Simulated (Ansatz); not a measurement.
```yaml
crystal:
  periodic: [false, false, false]
  atoms:
    - {symbol: Ge, position_ang: [-2.083200, -0.116667, 0.000000]}
    - {symbol: P, position_ang: [0.027900, 0.233333, 0.000000]}
    - {symbol: Si, position_ang: [2.055300, -0.116667, 0.000000]}
basis:
  gaussian: {orbitals: def2-TZVP}
magnetization: {spin_polarized: true, initial_magnetization: 1}
hamiltonian: {xc: pbe0}
relax: {f_tol: 0.004, max_steps: 80}
```

```sh
$ ansatz run in.yaml --threads 1 --pin off --events-out ev --progress --plain --max-ram 2176MiB
```

Steps of the relaxation (energy above the last step; positions in Å, forces in eV/Å):

```
3
step 1, 108.5 meV
Ge   -2.083   -0.117    0.000   -0.581   -0.140    0.000
P     0.028    0.233    0.000    0.234    0.246    0.000
Si    2.055   -0.117    0.000    0.347   -0.106    0.000
```

```
3
step 2, 93.0 meV
Ge   -2.105   -0.128    0.000   -0.064   -0.061    0.000
P     0.032    0.255    0.000    0.162    0.094    0.000
Si    2.073   -0.128    0.000   -0.099   -0.033    0.000
```

```
3
step 3, 85.2 meV
Ge   -2.098   -0.152    0.000    0.074   -0.042    0.000
P     0.036    0.304    0.000    0.067    0.071    0.000
Si    2.062   -0.152    0.000   -0.141   -0.029    0.000
```

```
3
step 5, 42.2 meV
Ge   -1.942   -0.341    0.000    0.667    0.279    0.000
P     0.047    0.691    0.000    0.062   -0.617    0.000
Si    1.896   -0.350    0.000   -0.729    0.338    0.000
```

```
3
step 6, 4.4 meV
Ge   -1.892   -0.335    0.000   -0.028   -0.055    0.000
P     0.043    0.680    0.000   -0.010    0.120    0.000
Si    1.849   -0.345    0.000    0.038   -0.065    0.000
```

```
3
step 8, 0.0 meV
Ge   -1.848   -0.365    0.000    0.000    0.000    0.000
P     0.045    0.740    0.000    0.001    0.000    0.000
Si    1.803   -0.375    0.000    0.000    0.000    0.000
```

Close pairs at the end: P2–Si3 2.082 Å, Ge1–P2 2.192 Å.

A stationary point of unrestricted PBE0 after 8 steps, with ⟨S²⟩ = 0.798 against 0.75 for a pure state; no frequencies were run, so it isn't proven a minimum. 2.6 min on 1 thread of Arm Neoverse V2, shared host.
